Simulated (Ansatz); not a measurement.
# CH₃Si+ (singlet): the correlation ladder, cc-pVTZ

The task here is to estimate one member of a computed series from the others.

Program: Ansatz 0.2.0, Gaussian basis. Level of theory: cc-pVTZ, core rule «outside noble gas», up to 6 orbitals frozen. These are calculated values, not measurements.

Plan: UHF; CCSD(T) on RHF; CCSD(T) on UHF; BCCD(T) on RHF; CCSDT(Q) on RHF; CCSDT(Q) on UHF; CASSCF and NEVPT2, 10 electrons in 11 orbitals.

5 further runs of the same task are left out: 5 set aside as unsound or not needed.

## What is computed

The geometry is a PBE0/def2-TZVP stationary point (not a proven minimum) of the parent state, kept for this charge and spin.

5 atoms, charge 1, spin multiplicity 1.

Atoms are counted from 1 here; the program's logs count them from 0.

Bond lengths: Si1–C2 1.705 Å, Si1–H3 1.496 Å, C2–H4 1.087 Å, C2–H5 1.083 Å. Angles: C2–Si1–H3 121.5°, Si1–C2–H4 120.3°, Si1–C2–H5 123.6°, H4–C2–H5 116.1°.

Set-up of the first run:

in.yaml

```yaml
crystal:
  periodic: [false, false, false]
  atoms:
    - {symbol: Si, position_ang: [0.000000, -0.089015, 0.556798]}
    - {symbol: C, position_ang: [0.000000, 0.088130, -1.138555]}
    - {symbol: H, position_ang: [0.000000, 1.098328, 1.467598]}
    - {symbol: H, position_ang: [0.000000, 1.078590, -1.586971]}
    - {symbol: H, position_ang: [0.000000, -0.746740, -1.828263]}
basis:
  gaussian: {orbitals: cc-pVTZ}
total_charge: 1
magnetization: {spin_polarized: true, initial_magnetization: 0}
hamiltonian: {xc: hf}
output: {orbitals: {seedname: orbitals}}
```

Started as:

```
> ansatz run in.yaml --threads 1 --pin off --events-out ev --progress --plain --max-ram 2816MiB --backend cpu
```

Steps of the session up to this table: UHF; CCSD(T) on RHF; CCSD(T) on UHF; BCCD(T) on RHF; CCSDT(Q) on RHF; CCSDT(Q) on UHF; CASSCF and NEVPT2, 10 electrons in 11 orbitals.

One table of the session follows, with a row left open; its other results are not shown here.

| method | from RCCSDT(Q) (kcal/mol) |
| --- | --- |
| RHF | +194.71 |
| UHF | +151.83 |
| RMP2 | +27.58 |
| UMP2 | +19.80 |
| RCCSD | +11.06 |
| UCCSD | -0.15 |
| RCCSD(T) | +1.41 |
| UCCSD(T) | -5.40 |
| BCCD(T) | +1.42 |
| RCCSDT | +0.83 |
| UCCSDT | -7.63 |
| RCCSDT(Q) | 0 |
| UCCSDT(Q) | -8.82 |
| CASSCF valence | +104.23 |
| NEVPT2 valence | ? |

Q: Estimate the row for NEVPT2 valence from the others.

The run gave: from RCCSDT(Q) (kcal/mol): +22.87. In the column «from RCCSDT(Q) (kcal/mol)» it lies between UMP2 (+19.80) and RMP2 (+27.58).

The program flags UCCSD(T), UCCSDT(Q) as in doubt (see the logs), so those rows may rest on another solution; read them beside their warnings.

To keep in mind: The determinant is far from a pure spin state, so its energy mixes those of several spin states (harmless only where they are near-degenerate, as at dissociation). The program flags UCCSD(T), UCCSDT(Q) as in doubt, so those rows may rest on another solution; read them beside their warnings. Warnings: restricted reference is unstable; spin contamination; large T1 diagnostic. Restricted and unrestricted rows rest on different reference determinants; where their highest levels disagree by more than a few hundredths of an eV, they describe different states and don't form one ladder.
